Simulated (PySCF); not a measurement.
Species: C4H2ClF.
Atom-mapped SMILES: `[CH:1]#[C:2]/[C:3]([Cl:4])=[CH:5]\[F:6]` (hydrogens: H7 on C1; H8 on C5)

Method: PBE0-D3(BJ)/def2-SVP geometry optimisation, gas phase in PySCF 2.14.0.

Question: What internal coordinates does the optimisation give?

Answer: 
```csv
bond,length (pm)
C1≡C2,121.3
C2–C3,141.6
C3–Cl4,173.7
C3=C5,134.3
C5–F6,131.8
C1–H7,107.5
C5–H8,109.3
```

A selection of angles:
```csv
angle,degrees
C2–C1–H7,179.4
C1–C2–C3,179.1
C2–C3–Cl4,117.5
C2–C3–C5,124.1
Cl4–C3–C5,118.4
C3–C5–F6,121.5
C3–C5–H8,123.7
F6–C5–H8,114.8
```

Torsions: C2–C3–C5–F6 0° (synperiplanar).

The C–C distances run from 1.213 Å (C1≡C2, drawn triple) to 1.416 Å (C2–C3, drawn single), a spread of 0.203 Å. The 6 heavy atoms lie in one plane (0.001 Å rms).

Point group: Cs (every atom within 0.08 Å of its image). Not checked by PBE0-D3(BJ)/def2-SVP frequencies.
